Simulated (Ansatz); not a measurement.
# AlF2H: the cost of one run

All numbers below are computed with Ansatz 0.2.0 (RKS PBE/cc-pVDZ).

## Step 1: The system as given

Bond lengths: Al1–F2 1.690 Å, Al1–F3 1.690 Å, Al1–H4 1.560 Å. Angles: F2–Al1–F3 120.0°, F2–Al1–H4 120.0°, F3–Al1–H4 120.0°.

Structure file:

```xyz
4

Al    0.0000    0.0000    0.0000
F     0.0000    0.0000    1.6900
F     1.4635    0.0000   -0.8450
H    -1.3510    0.0000   -0.7800
```

## Step 2: Relaxing the start

Input file input.yaml:

```yaml
crystal:
  periodic: [false, false, false]
  atoms:
    - { symbol: Al, position_ang: [0.0, 0.0, 0.0] }
    - { symbol: F, position_ang: [0.0, 0.0, 1.69] }
    - { symbol: F, position_ang: [1.4635, 0.0, -0.845] }
    - { symbol: H, position_ang: [-1.351, 0.0, -0.78] }
basis:
  gaussian: { orbitals: cc-pVDZ }
hamiltonian:
  xc: pbe
relax:
  f_tol: 0.02
  max_steps: 40
```

Launch:

```
$ ansatz run input.yaml --threads 1 --pin off --max-ram 2048MiB --backend cpu --events-out ev --progress --plain --runs-dir out
```

What time and memory should one allow on 1 thread of Arm Neoverse V2, shared host?

About 4.5 s, with a peak of 0.1 GiB.
